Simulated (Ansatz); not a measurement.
Results of rVV10 in Ansatz (PAW) for rutile PbO₂.

Settings: plane-wave cutoff 500 eV, 8×8×12 k mesh (along the axes of the cell as run), Fermi–Dirac smearing 0.05 eV, scalar-relativistic PAW data made under PBE.

Computed at the level's own relaxed cell.

Task: What does this level give for the equilibrium volume per atom, equilibrium lattice constant a and c axis length?

Result: 
equilibrium volume per atom: 14.95 Å³/atom
equilibrium lattice constant a: 5.068 Å
c axis length: 3.493 Å

Measured, for comparison: lattice constant a 4.958 Å (room temperature, not corrected to a static lattice, our sources range from 4.950 to 4.958; as tabulated in Hiroi (2015), arXiv:1503.02262); lattice parameter c 3.388 Å (room temperature, not corrected to a static lattice; as tabulated in Hiroi (2015), arXiv:1503.02262). Computed (rounded) less measured: lattice constant a +2.2 % (+2.2 % to +2.4 % over the range), lattice parameter c +3.1 %.

Spin–orbit coupling is not included; it can shift volumes and moduli of such heavy elements.

Static lattice: no zero-point or thermal effects.

Ansatz is a quantum-chemistry and plane-wave program.
